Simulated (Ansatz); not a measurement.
# C5H12S: small, medium and large basis sets

An exercise on one series of results from a longer session: the logs are not shown, and one member is left open.

Computed with Ansatz 0.2.0, Gaussian basis. Level: one geometry, several basis sets.

Levels to be run: PBE0-D4/def2-SVP; ωB97M-V/def2-SVP; PBE0-D4/def2-QZVPP; ωB97M-V/def2-QZVPP; the functionals' def2-TZVPP values are taken from earlier runs.

### The geometry

The geometry comes from an earlier relaxation with PBE0-D4 in a triple-zeta def2 set; it is a stationary point, not always the lowest conformer.

18 atoms, charge 0, spin multiplicity 1.

Atoms are counted from 1 here; the program's logs count them from 0.

Bond lengths: C1–C2 1.524 Å, C1–H7 1.091 Å, C1–H8 1.095 Å, C1–H9 1.092 Å, C2–C3 1.523 Å, C2–C4 1.533 Å, C2–H10 1.098 Å, C3–H11 1.095 Å, C3–H12 1.092 Å, C3–H13 1.091 Å, C4–C5 1.517 Å, C4–S6 1.830 Å, C4–H14 1.096 Å, C5–H15 1.092 Å, C5–H16 1.092 Å, C5–H17 1.093 Å, S6–H18 1.342 Å. Angles: C2–C1–H7 112.6°, C2–C1–H8 110.9°, C2–C1–H9 110.1°, H7–C1–H8 108.1°, H7–C1–H9 107.5°, H8–C1–H9 107.5°, C1–C2–C3 109.7°, C1–C2–C4 111.2°, C1–C2–H10 108.3°, C3–C2–C4 111.9°, C3–C2–H10 108.4°, C4–C2–H10 107.1°, C2–C3–H11 110.6°, C2–C3–H12 110.4°, C2–C3–H13 112.4°, H11–C3–H12 107.8°, H11–C3–H13 107.6°, H12–C3–H13 107.8° and more.

The first run:

Input file in.yaml:

```yaml
crystal:
  periodic: [false, false, false]
  atoms:
    - {symbol: C, position_ang: [0.196485, -0.929825, 1.453225]}
    - {symbol: C, position_ang: [0.645792, -0.071190, 0.276749]}
    - {symbol: C, position_ang: [1.739283, -0.794173, -0.498851]}
    - {symbol: C, position_ang: [-0.539897, 0.304104, -0.619808]}
    - {symbol: C, position_ang: [-1.656058, 1.017302, 0.119651]}
    - {symbol: S, position_ang: [0.091686, 1.352308, -1.980842]}
    - {symbol: H, position_ang: [-0.484307, -0.401595, 2.121857]}
    - {symbol: H, position_ang: [-0.306572, -1.837364, 1.103973]}
    - {symbol: H, position_ang: [1.061735, -1.240197, 2.043334]}
    - {symbol: H, position_ang: [1.061057, 0.865537, 0.671265]}
    - {symbol: H, position_ang: [1.353329, -1.721154, -0.934610]}
    - {symbol: H, position_ang: [2.567213, -1.056727, 0.163725]}
    - {symbol: H, position_ang: [2.141518, -0.188453, -1.312566]}
    - {symbol: H, position_ang: [-0.927329, -0.616052, -1.071212]}
    - {symbol: H, position_ang: [-2.099772, 0.370401, 0.879903]}
    - {symbol: H, position_ang: [-2.454762, 1.310739, -0.564462]}
    - {symbol: H, position_ang: [-1.280519, 1.921222, 0.605626]}
    - {symbol: H, position_ang: [-1.108902, 1.715115, -2.456946]}
basis:
  gaussian: {orbitals: def2-SVP}
hamiltonian: {xc: pbe0, dispersion: d4}
output: {orbitals: {seedname: orbitals}}
```

On the command line:

```sh
$ ansatz run in.yaml --threads 2 --pin off --events-out ev --progress --plain --max-ram 32768MiB --backend cpu
```

Among the steps run: PBE0-D4 in def2-SVP; ωB97M-V in def2-SVP; PBE0-D4 in def2-QZVPP; ωB97M-V in def2-QZVPP.

One of the session's tables, all rows but one given; the rest of the session is left out.

It belongs to the step «Density functionals: the series». 

```
functional       basis  HOMO (eV)  LUMO (eV)
   PBE0-D4    def2-SVP      -6.50       0.98
   PBE0-D4  def2-TZVPP      -6.66       0.57
   PBE0-D4  def2-QZVPP      -6.70       0.37
   ωB97M-V    def2-SVP          ?          ?
   ωB97M-V  def2-TZVPP      -8.92       2.29
   ωB97M-V  def2-QZVPP      -8.96       1.76
```

Estimate the missing values for ωB97M-V, def2-SVP.

The run gave: HOMO (eV): -8.74; LUMO (eV): 2.87. In the column «HOMO (eV)» it lies between ωB97M-V, def2-TZVPP (-8.92) and PBE0-D4, def2-QZVPP (-6.70).
